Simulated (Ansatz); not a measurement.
A calculation with Ansatz (development build ahead of 0.2.0).

```yaml
crystal:
  periodic: [false, false, false]
  atoms:
    - { symbol: C, position_ang: [0.0, 0.0, 0.0] }
    - { symbol: O, position_ang: [0.0, 0.0, 2.007] }
basis:
  gaussian: { orbitals: "6-31G" }
total_charge: 1
magnetization:
  spin_polarized: true
  initial_magnetization: 1
hamiltonian:
  xc: hf
output:
  forces: true
```

The input is written out in the form of the current development build from the run's settings.

Output:

```yaml
Converged: yes
Total_energy: -112.09508 hartree
Spin_squared_of_the_determinant: 1.900
Stability_test: minimum
```

Forces (eV/Å):
| atom | Fx | Fy | Fz |
| --- | --- | --- | --- |
| C1 | 0.000 | 0.000 | 0.140 |
| O2 | 0.000 | 0.000 | -0.140 |

Caution: the unrestricted determinant is a mixture of spin states.
